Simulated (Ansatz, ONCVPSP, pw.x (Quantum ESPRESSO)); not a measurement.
## Re: does the ONCV potential hold in the solid?

rhenium (Re), optimised norm-conserving Vanderbilt (ONCV), made with ONCVPSP 4.0.1.1 (patched build) (PBEsol, scalar-relativistic). Core [Kr] 4d10 4f14, reference 5s2 5p6 5d5 6s2. Waves: 5s+6s: rc 1.80 bohr, ncon 4, nbas 7, qcut 8 1/bohr, 2 projectors; 5p: rc 2.00 bohr, ncon 3, nbas 8, qcut 8.7 1/bohr, 2 projectors, debl 1.5 Ha; 5d: rc 1.90 bohr, ncon 4, nbas 8, qcut 5.5 1/bohr, 3 projectors, debl 3.7 Ha. Local part: polynomial inside 1.30 bohr (lpopt 5, dvloc0 -1 Ha). Core correction: Teter function, fcfact 5.5, rcfact 1.3.

In the p channel the program set the typed energies aside and used -1.728, 0.250 Ha.

Atomic tests: cutoffs needed: 20 Ha and 32 Ha (the cutoffs (Ha) at which the residual kinetic energy of the hardest occupied pseudo-wave falls to 1 and 0.1 mHa per electron); ghost test: no bound ghost flagged; GHOST(+) flagged for s at 174.8 eV; largest excitation error: -17 meV (all-electron minus pseudo) for 5s2 5p6 5d4 6s0, out of 4 test configurations.

Crystal test: bcc Re in pw.x 7.5, no spin, 15³ k-points, Fermi–Dirac smearing 0.01 Ry, cutoffs 75/300 Ry. The reference is all-electron LAPW (Ansatz 0.2.0) with the same functional, mesh and smearing; V0 and B0 come from Birch–Murnaghan fits to the pressures at five volumes. Errors are pseudo minus all-electron; Δ is the rms difference of the E(V) curves that follow from these fits, minima aligned, over ±6 % about the mean V0. Mesh and smearing are coarse, so the numbers serve the comparison and aren't converged zero-temperature values; the lattice is a test structure that the element need not adopt.

All-electron: a0 = 3.087 Å (V0 = 14.71 Å³/atom), B0 = 377.2 GPa.

**Question.** How far does the potential miss the all-electron equation of state?

**Answer.** mean pressure error (GPa): -5.56; a0 (Å): 3.072; a0 error (%): -0.49; B0 error (%): +0.9; Δ (meV/atom): 18.0.

| V (Å³/atom) | P all-electron (GPa) | P pseudo (GPa) |
| --- | --- | --- |
| 13.944 | 22.77 | 16.07 |
| 14.311 | 11.06 | 5.01 |
| 14.678 | 0.85 | -4.64 |
| 15.045 | -8.06 | -13.07 |
| 15.412 | -15.82 | -20.39 |

**Question.** At the middle volume, how do free energy and pressure move when the wave cutoff is lowered (ecutrho kept at four times it)?

**Answer.**

| cutoff (Ry) | shift of F (meV/atom) | shift of P (GPa) |
| --- | --- | --- |
| 34 | +352.6 | -13.88 |
| 45 | +47.3 | -2.78 |
| 60 | +5.5 | +0.14 |

The run at the middle volume (120 k-points, 7 iterations) took about 39 s on one core of a shared host (Neoverse-N1, 64 threads, 124 GiB, load 50).
